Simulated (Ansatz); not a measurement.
For solid CO2 (dry ice), PBE-D3(BJ) (plane waves, PAW; Ansatz, a program for electronic structure) gives:

| Item | Result |
|---|---|
| lattice constant a | 5.722 Å |
| enthalpy of formation | -1.360 eV/atom |

Q: What does r²SCAN+rVV10 (PAW; Ansatz) give for the same quantities?

A: 
- lattice constant a: 5.442 Å (shrinks by 4.9 %)
- formation enthalpy: -1.384 eV/atom (moves by -0.024 eV/atom)

For comparison: lattice constant a 5.56 Å (measured, 5 K, zero-point motion not removed; as tabulated in Tran et al. (2019), arXiv:1903.00284).

Changes are worked out from the printed values.

Unless a cell is named, each level is at its own relaxed cell (PBE-D3(BJ) 15.62, r²SCAN+rVV10 13.43 Å³/atom).

Ansatz's density-functional and Hartree–Fock values are scalar-relativistic unless marked +SOC, with PAW data made under PBE.
